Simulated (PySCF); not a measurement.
Reaction (SMILES): O(C)C + 2 [H][H] (H2) → 2 C (CH4) + O (H2O)
B3LYP-D3(BJ)/def2-TZVP geometries, fixed; electronic energies without zero-point terms.

Effect of the auxiliary basis of density fitting at PBE/def2-SVP with PySCF, against the last row, where the energy of full hydrogenation is -46.59 kcal/mol.

```json
[
 {"setting": "density fitting: autoaux", "fitting functions, largest species": "453", "largest shift of a total energy (mEh)": "-0.063", "shift of the energy of full hydrogenation (kcal/mol)": "0.024"},
 {"setting": "density fitting: def2-universal-jkfit", "fitting functions, largest species": "335", "largest shift of a total energy (mEh)": "-0.075", "shift of the energy of full hydrogenation (kcal/mol)": "0.038"},
 {"setting": "density fitting: cc-pvtz-jkfit", "fitting functions, largest species": "417", "largest shift of a total energy (mEh)": "-0.078", "shift of the energy of full hydrogenation (kcal/mol)": "-0.002"},
 {"setting": "density fitting: cc-pvqz-jkfit", "fitting functions, largest species": "624", "largest shift of a total energy (mEh)": "-0.035", "shift of the energy of full hydrogenation (kcal/mol)": "-0.002"},
 {"setting": "density fitting: weigend", "fitting functions, largest species": "213", "largest shift of a total energy (mEh)": "-0.243", "shift of the energy of full hydrogenation (kcal/mol)": "0.149"},
 {"setting": "density fitting: none", "fitting functions, largest species": "-", "largest shift of a total energy (mEh)": "0.000", "shift of the energy of full hydrogenation (kcal/mol)": "0.000"}
]
```

Within 0.05 kcal/mol in the energy of full hydrogenation: density fitting: autoaux; density fitting: def2-universal-jkfit; density fitting: cc-pvtz-jkfit; density fitting: cc-pvqz-jkfit. The largest shift is 0.243 mEh in a total energy and 0.149 kcal/mol in the difference.
